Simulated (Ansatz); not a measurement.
# BH4⁺, singlet in cc-pVDZ: errors against full CI

All five atoms lie in one plane.

Geometry: a PBE0/def2-TZVP stationary point for this spin, not checked as a minimum.

```xyz
5

B     0.0000    0.0000    0.0000
H    -0.0156    0.8614    0.8498
H    -0.0213   -0.8500    0.8612
H     0.0213    0.8500   -0.8612
H     0.0156   -0.8614   -0.8498
```

Basis cc-pVDZ; Ansatz 0.2.0. Correlated methods freeze the noble-gas cores, which leaves 6 electrons in 33 orbitals. R marks a restricted (for open shells ROHF) determinant. Active spaces: valence = (6e, 8o) chosen from the atoms' valence shells.

Full CI is exact within this basis and frozen core; it isn't the basis-set limit.

- UHF ⟨S²⟩: 0.000
- T1 diagnostic (RCCSD): 0.0073
- largest doubles amplitude (RCCSD): 0.100

Q: From what is known of these methods and the diagnostics, rank them by the size of their error in total energy against full CI in cc-pVDZ, smallest first (an estimate: the text doesn't fix the numbers).
A. RMP2
B. RCCSDT
C. RCCSD
D. CISD
E. MRCISD (valence space)

A: B (0.5 kJ/mol), E (4.6 kJ/mol), C (9.0 kJ/mol), D (20.8 kJ/mol), A (77.3 kJ/mol).

All errors are against full CI in cc-pVDZ. Within each family the higher level lies nearer, as is usual though not guaranteed.

The full-CI state has the irrep Ag of D2h, in the program's axes (one component, if the state is degenerate).

Natural occupations of full CI about the gap: 1.965 1.935 1.935 0.075 0.014 0.014 0.011 0.011 0.011 0.005; effectively unpaired electrons, Σ n²(2−n)², 0.06.
